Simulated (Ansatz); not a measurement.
`C[SiH]N` radical at its PBE0-D4/def2-TZVP geometry, where that method's forces vanish. The species carries charge 0 and has multiplicity 2.

```xyz
9

C    -0.2268   -1.1032    0.7542
Si   -0.7253    0.3498   -0.3223
N     0.6658    1.3440   -0.5842
H     0.5844   -1.6674    0.2846
H    -1.0765   -1.7728    0.9046
H     0.1102   -0.7682    1.7382
H    -1.1640   -0.1049   -1.6794
H     0.6355    2.0500   -1.3035
H     1.1967    1.6726    0.2079
```

**Question.** What forces (eV/Å) does PBE-D4/def2-TZVPP give on these atoms in the Gaussian-basis code of Ansatz? (Best estimate.)

**Answer.** The calculation gave: 
```
C1   0.009  0.011 -0.021
Si2 -0.380  0.014  0.125
N3   0.137 -0.161 -0.103
H4   0.162 -0.123 -0.081
H5  -0.157 -0.124  0.032
H6   0.062  0.056  0.187
H7  -0.025 -0.053 -0.163
H8   0.004  0.254 -0.237
H9   0.186  0.127  0.261
```
